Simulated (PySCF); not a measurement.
**Working out the electron affinity of B**

B⁻ [He] 2s2 2p2 (3P) → B [He] 2s2 2p1 (2P). Computed with PySCF 2.14 in aug-cc-pVDZ-DK, with scalar relativity by spin-free X2C-1e. Frozen: 1s2. Energies in hartree (1 hartree = 27.21139 eV):

```json
{"part": "UHF", "B⁻ (lower)": "-24.526216", "B (upper)": "-24.537302"}
{"part": "MP2 opposite-spin", "B⁻ (lower)": "-0.041318", "B (upper)": "-0.034526"}
{"part": "MP2 same-spin", "B⁻ (lower)": "-0.012069", "B (upper)": "-0.002547"}
```

Q: What does Hartree-Fock give?

A: (-24.537302) − (-24.526216) = -0.011086 hartree = -0.302 eV.

Q: What do MP2 and SCS-MP2 (6/5 opposite-spin, 1/3 same-spin) give?

A: The opposite-spin parts differ by 0.185 eV and the same-spin parts by 0.259 eV. MP2: -0.302 + (0.185) + (0.259) = 0.142 eV. SCS-MP2: -0.302 + 1.2 × (0.185) + (0.259)/3 = 0.006 eV.

A first-order spin-orbit estimate adds 0.000 eV to MP2 (valence), giving 0.142 eV against 0.280 eV (measured; photodetachment measurements, as compiled on the Wikipedia data page of electron affinities).

A double-zeta basis recovers only part of the correlation energy.

What remains against the reference includes basis incompleteness, the frozen core and correlation beyond second order.
